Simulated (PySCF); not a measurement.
# BH₃ at several levels of theory

All levels use the PBE0 minimum (singlet; B–H 1.193 Å (×3); H–B–H 120.0° (×3)), basis [B def2-TZVP, H def2-TZVP], no relativity, density fitting, no spin–orbit coupling, PySCF. For vertical energies the ionised species is a doublet (spins chosen at PBE0 and kept) and the electron-attached one a doublet. Atomisation goes to high-spin ground-configuration atoms, without zero-point energy. Open shells are unrestricted, also as the reference of the correlated levels. A dash marks a value that was not computed or is not defined at that level.

Coordinates in bohr (charge 0 multiplicity 1):
```
B     0.0000    0.0000    0.0000
H     2.2552    0.0000    0.0000
H    -1.1277    1.9531    0.0000
H    -1.1276   -1.9531    0.0000
```

```
  level  atomisation (kJ/mol)  vertical IP (eV)  vertical EA (eV)  −ε(HOMO) (eV)  gap (eV)
   PBE0                  1167             13.03             -0.10           9.92      7.97
CCSD(T)                  1140             13.21             -0.35              –         –
     HF                   967             12.41             -0.98          13.55     15.02
    PBE                  1164             12.88             -0.02           8.47      5.42
 r2SCAN                  1179             12.94              0.02           8.81      6.28
  B3LYP                  1190             13.12             -0.15           9.73      7.51
  TPSSh                  1205             12.98             -0.19           9.27      6.96
    MP2                  1131             13.17             -0.40              –         –
  HSE06                  1165             13.02             -0.11           9.52      7.19
 B2PLYP                  1173             13.11             -0.32              –         –
```

For BH₃ itself CCSD(T) correlates 6 electrons; T1 = 0.007, D1 = 0.010, (T) = -6 kJ/mol.

(1) Which levels differ least and most from CCSD(T) in the atomisation?

Answers

(1) Least: MP2 (-9 kJ/mol); most: HF (-173 kJ/mol). CCSD(T) atomisation energies in a triple-zeta basis lie tens of kJ/mol low, so this is no ranking by accuracy.

Without diffuse functions attachment energies tend to come out too low.
